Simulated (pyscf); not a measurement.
Concerted two-bond exchange: `[AsH2][In]` [singlet] + `[OH2]` → `[O]=[In][AsH2]` + `[H][H]`

Gas phase, singlet surface, charge 0. Bonds broken: O5–H6, O5–H7. Bonds formed: In1–O5, H6–H7. PySCF, gas phase, ωB97X-D3(BJ)/def2-SVP geometries.

Transition state (Å):

```xyz
7

In    -1.6808    -0.5724    -0.2191
As     0.5671     0.7286    -0.5509
H      1.2698    -0.5617    -0.1394
H      0.5620     0.3257    -2.0191
O     -2.5183    -1.3680     1.4580
H     -2.3178    -1.6725     3.0871
H     -2.1777    -2.1051     2.2027
```

One imaginary mode, 1321i cm⁻¹; descent along it reached the two sides named, in the forms told below.

| bond | change | reactant side (Å) | saddle | product side |
|---|---|---|---|---|
| O5–H6 | breaks | 0.969 | 1.669 | 3.1 |
| O5–H7 | breaks | 0.965 | 1.102 | 2.326 |
| In1–O5 | forms | 2.7 | 2.036 | 1.842 |
| H6–H7 | forms | 1.542 | 0.994 | 0.765 |

Electronic energies relative to the separated reactants (kJ/mol):

```tsv
level	barrier	reaction energy	reverse barrier
ωB97X-D3(BJ)/def2-TZVP	383.2	+190.2	193.0
PBE/def2-TZVP	272.1	+159.0	113.2
r²SCAN/def2-TZVP	293.2	+164.4	128.8
B3LYP-D3(BJ)/def2-TZVP	320.6	+189.9	130.7
PBE0-D3(BJ)/def2-TZVP	332.4	+199.3	133.2
M06-2X/def2-TZVP	367.6	+207.6	160.0
ωB97M-D3(BJ)/def2-TZVP	378.3	+205.6	172.7
HF/def2-TZVP	503.4	+277.9	225.5
```

With ωB97M-D3(BJ)/def2-TZVP energies and thermal terms (ideal gas, 1 atm, RRHO with modes under 100 cm⁻¹ raised to 100, one conformer, R ln 2 for chiral ones without a mode under 150 cm⁻¹), in kJ/mol:

```json
[
 {"T (K)": "298", "ΔH‡": "353.6", "ΔG‡": "392.8", "ΔH": "+186.9", "ΔG": "+196.9"},
 {"T (K)": "600", "ΔH‡": "357.2", "ΔG‡": "431.2", "ΔH": "+190.8", "ΔG": "+205.6"},
 {"T (K)": "900", "ΔH‡": "362.1", "ΔG‡": "467.2", "ΔH": "+194.8", "ΔG": "+212.1"},
 {"T (K)": "1200", "ΔH‡": "367.3", "ΔG‡": "501.4", "ΔH": "+198.4", "ΔG": "+217.2"}
]
```

On the reactant side the descent ends in a bound adduct, 41.0 kJ/mol under the separated species and 424.2 kJ/mol under the saddle at ωB97X-D3(BJ)/def2-TZVP. The same reactants have a lower exit, to [HAs=In]• + H• + H₂O (no saddle counted: cutting one bond costs +323.5 kJ/mol at ωB97M-D3(BJ)/def2-TZVP, against +378.3 kJ/mol here). O=In–AsH₂ lies 121.7 kJ/mol over its isomer HO–In=AsH (electronic energy, ωB97M-D3(BJ)/def2-TZVP). This is the saddle that the search found; another between the same sides may lie lower. A restricted solution here is unstable towards spin polarisation, so biradical character is likely and single-reference numbers are less safe. Elements up to Kr have no core potential and no relativistic terms here. Elements past Kr carry the def2 core potentials, without spin-orbit coupling.
